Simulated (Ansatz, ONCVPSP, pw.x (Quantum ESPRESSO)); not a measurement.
# pw.x on bcc Ta: one setting changed

Potential: optimised norm-conserving Vanderbilt (ONCV), ONCVPSP 4.0.1.1 (patched build), LDA (Perdew-Wang 92); core [Kr] 4d10 4f14, reference 5s2 5p6 5d3 6s2; waves: 5s+6s: rc 1.70 bohr, ncon 4, nbas 8, qcut 8.3 1/bohr, 2 projectors; 5p: rc 1.80 bohr, ncon 4, nbas 8, qcut 8.6 1/bohr, 2 projectors, debl 2.6 Ha; 5d: rc 2.80 bohr, ncon 3, nbas 8, qcut 5.7 1/bohr, 2 projectors, debl 0.2 Ha; f scattering state at 0.04 Ha: rc 2.30 bohr, ncon 4, nbas 7, qcut 5.6 1/bohr, 1 projector; local part: polynomial inside 1.10 bohr (lpopt 4, dvloc0 6 Ha); core correction: Teter function, fcfact 5.25, rcfact 1.65.

The reference run (k-mesh 14³, cutoffs 65/260 Ry, Fermi–Dirac 0.01 Ry, mixing_beta 0.4, conv_thr 1e-9, no spin) gives 0.34 GPa at 17.128 Å³/atom, where all-electron LAPW gives 1.38 GPa. This run, with its own iteration cap, changes conv_thr to 1e-06.

```
&control
  calculation='scf', prefix='x', pseudo_dir='./', outdir='./tmp', tstress=.true., disk_io='none'
/
&system
  ibrav=0, nat=1, ntyp=1, ecutwfc=65, ecutrho=260, nbnd=14,
  occupations='smearing', smearing='fd', degauss=0.01
/
&electrons
  conv_thr=1e-06, mixing_beta=0.4, electron_maxstep=50
/
ATOMIC_SPECIES
Ta 1.0 Ta.UPF
CELL_PARAMETERS angstrom
  -1.62386113 1.62386113 1.62386113
  1.62386113 -1.62386113 1.62386113
  1.62386113 1.62386113 -1.62386113
ATOMIC_POSITIONS crystal
Ta 0.0000 0.0000 0.0000
K_POINTS automatic
14 14 14 0 0 0
```

```bash
pw.x < Ta.scf.in > Ta.scf.out
```

Task: How does the run end?

Result: It converges in 5 iterations; the free energy moves by +0.0 meV/atom and the pressure by -0.08 GPa.

```
Message from routine setup:
     using ibrav=0 with symmetry is DISCOURAGED, use correct ibrav instead
     lattice parameter (alat)  =       5.3151  a.u.
     unit-cell volume          =     115.5855 (a.u.)^3
     number of electrons       =        13.00
     number of Kohn-Sham states=           14
     kinetic-energy cutoff     =      65.0000  Ry
     charge density cutoff     =     260.0000  Ry
     scf convergence threshold =      1.0E-06
     Exchange-correlation= SLA  PW   NOGX NOGC
     number of k points=   104  Fermi-Dirac smearing, width (Ry)=  0.0100
     iteration #  1     ecut=    65.00 Ry     beta= 0.40
     total energy              =    -141.23068558 Ry
     estimated scf accuracy    <       0.01944854 Ry
     iteration #  2     ecut=    65.00 Ry     beta= 0.40
     total energy              =    -141.23026658 Ry
     estimated scf accuracy    <       0.00323417 Ry
     iteration #  3     ecut=    65.00 Ry     beta= 0.40
     total energy              =    -141.23071102 Ry
     estimated scf accuracy    <       0.00011975 Ry
     iteration #  4     ecut=    65.00 Ry     beta= 0.40
     total energy              =    -141.23071801 Ry
     estimated scf accuracy    <       0.00000187 Ry
     iteration #  5     ecut=    65.00 Ry     beta= 0.40
     the Fermi energy is    19.2895 ev
!    total energy              =    -141.23071845 Ry
     estimated scf accuracy    <       0.00000008 Ry
     smearing contrib. (-TS)   =      -0.00533328 Ry
     The total energy is F=E-TS. E is the sum of the following terms:
     one-electron contribution =     -12.07622038 Ry
     hartree contribution      =      13.77416100 Ry
     xc contribution           =     -42.71152389 Ry
     ewald contribution        =    -100.21180190 Ry
     convergence has been achieved in   5 iterations
          total   stress  (Ry/bohr**3)                   (kbar)     P=        2.62
     Message from routine punch:
     Nothing written, as per user request (disk_io='none')
```

The run took about 13 s on one core of a shared host (Neoverse-V2, 96 threads, 742 GiB, load 47).
